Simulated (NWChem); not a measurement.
Program: NWChem. System: C3H4, charge 0, spin multiplicity 1, displaced from the optimised geometry. Level: RHF/cc-pVDZ, spin-restricted.

The NWChem input:

```
start mol
memory heap 200 mb stack 900 mb global 1100 mb
geometry units angstroms nocenter noautoz noautosym
  C      1.223398    -0.195974     0.000000
  C     -0.211608     0.035339     0.000000
  C     -1.407417     0.225249     0.000000
  H      1.449142    -1.273660     0.000000
  H      1.696606     0.247574     0.889750
  H      1.696606     0.247574    -0.889750
  H     -2.733888     0.432219     0.000000
end
basis spherical
  * library cc-pvdz
end
scf
  rhf
  nopen 0
  maxiter 100
  thresh 1e-7
  semidirect memsize 60000000 filesize 0
end
task scf energy
```

Output (cleaned and shortened):

```
             Northwest Computational Chemistry Package (NWChem) 7.3.0
             --------------------------------------------------------

                                NWChem Input Module
                                -------------------

 Scaling coordinates for geometry "geometry" by  1.889725989
 (inverse scale =  0.529177249)

                             Geometry "geometry" -> ""
                             -------------------------

 Output coordinates in angstroms (scale by  1.889725989 to convert to a.u.)

  No.       Tag          Charge          X              Y              Z
 ---- ---------------- ---------- -------------- -------------- --------------
    1 C                    6.0000     1.22339800    -0.19597400     0.00000000
    2 C                    6.0000    -0.21160800     0.03533900     0.00000000
    3 C                    6.0000    -1.40741700     0.22524900     0.00000000
    4 H                    1.0000     1.44914200    -1.27366000     0.00000000
    5 H                    1.0000     1.69660600     0.24757400     0.88975000
    6 H                    1.0000     1.69660600     0.24757400    -0.88975000
    7 H                    1.0000    -2.73388800     0.43221900     0.00000000

 Effective nuclear repulsion energy (a.u.)      57.7384033676

            Nuclear Dipole moment (a.u.)
            ----------------------------
        X                 Y               Z
 ---------------- ---------------- ----------------
    -0.5013367459     0.0782176484     0.0000000000


 Summary of "ao basis" -> "" (spherical)
 ------------------------------------------------------------------------------
       Tag                 Description            Shells   Functions and Types
 ---------------- ------------------------------  ------  ---------------------
 *                          cc-pvdz                   on all atoms

 Summary of "ao basis" -> "ao basis" (spherical)
 ------------------------------------------------------------------------------
       Tag                 Description            Shells   Functions and Types
 ---------------- ------------------------------  ------  ---------------------
[...]
              MO Center= -6.6D-01,  8.0D-02,  1.0D-12, r^2= 1.8D+00
   Bfn.  Coefficient  Atom+Function         Bfn.  Coefficient  Atom+Function
  ----- ------------  ---------------      ----- ------------  ---------------
    33      0.398052  3 C  py                19      0.376828  2 C  py
    36      0.266883  3 C  py                22      0.254431  2 C  py

 Vector   12  Occ=0.000000D+00  E= 1.589048D-01
              MO Center= -2.8D+00,  4.5D-01, -3.0D-14, r^2= 2.8D+00
   Bfn.  Coefficient  Atom+Function         Bfn.  Coefficient  Atom+Function
  ----- ------------  ---------------      ----- ------------  ---------------
    35      2.030206  3 C  px                59      1.871343  7 H  s
    21      1.811626  2 C  px                17     -1.657305  2 C  s
     3     -1.205785  1 C  s                 31      1.165053  3 C  s
     7      0.413548  1 C  px                36     -0.323971  3 C  py
    22     -0.285414  2 C  py                32      0.238928  3 C  px

 Vector   13  Occ=0.000000D+00  E= 1.915874D-01
              MO Center=  1.6D+00, -2.5D-01,  3.2D-13, r^2= 5.0D+00
   Bfn.  Coefficient  Atom+Function         Bfn.  Coefficient  Atom+Function
  ----- ------------  ---------------      ----- ------------  ---------------
     3      1.734483  1 C  s                 44     -1.051074  4 H  s
    49     -1.045916  5 H  s                 54     -1.045916  6 H  s
     7      0.706429  1 C  px                21      0.631630  2 C  px
    31      0.528187  3 C  s                 35      0.500025  3 C  px
    17     -0.405747  2 C  s                 59      0.343545  7 H  s

 Vector   14  Occ=0.000000D+00  E= 2.062783D-01
              MO Center=  1.0D-01,  1.8D-01,  5.2D-11, r^2= 4.4D+00
   Bfn.  Coefficient  Atom+Function         Bfn.  Coefficient  Atom+Function
  ----- ------------  ---------------      ----- ------------  ---------------
    49      0.949219  5 H  s                 54     -0.949219  6 H  s
    37      0.656361  3 C  pz                 9     -0.606779  1 C  pz
    23     -0.575632  2 C  pz                20     -0.307577  2 C  pz
    34      0.274979  3 C  pz

 center of mass
 --------------
 x =  -0.12380109 y =   0.02012709 z =   0.00000000

 moments of inertia (a.u.)
 ------------------
          16.507542085909          31.952035221027           0.000000000000
          31.952035221027         211.202003386380           0.000000000000
           0.000000000000           0.000000000000         216.312854207413

  Mulliken analysis of the total density
  --------------------------------------

    Atom       Charge   Shell Charges
 -----------   ------   -------------------------------------------------------
    1 C    6     5.95   2.00  0.65  0.28  2.05  0.91  0.06
    2 C    6     5.94   2.00  0.68  0.40  1.95  0.84  0.07
    3 C    6     6.51   2.00  0.64  0.81  1.88  1.14  0.05
    4 H    1     0.93   0.74  0.15  0.03
    5 H    1     0.93   0.74  0.15  0.03
    6 H    1     0.93   0.74  0.15  0.03
    7 H    1     0.82   0.57  0.22  0.02

       Multipole analysis of the density wrt the origin
       ------------------------------------------------

     L   x y z        total         open         nuclear
     -   - - -        -----         ----         -------
     0   0 0 0     -0.000000      0.000000     22.000000

     1   1 0 0      0.169210      0.000000     -0.501337
     1   0 1 0     -0.030146      0.000000      0.078218
     1   0 0 1     -0.000000      0.000000      0.000000

     2   2 0 0     -9.245415      0.000000    130.218572
     2   1 1 0     -0.898610      0.000000    -19.900793
     2   1 0 1     -0.000000      0.000000      0.000000
     2   0 2 0    -14.820489      0.000000      8.834668
     2   0 1 1     -0.000000      0.000000      0.000000
     2   0 0 2    -14.962192      0.000000      5.654102

 Task  times  cpu:        0.5s     wall:        0.5s

 Total times  cpu:        0.5s     wall:        0.5s
```
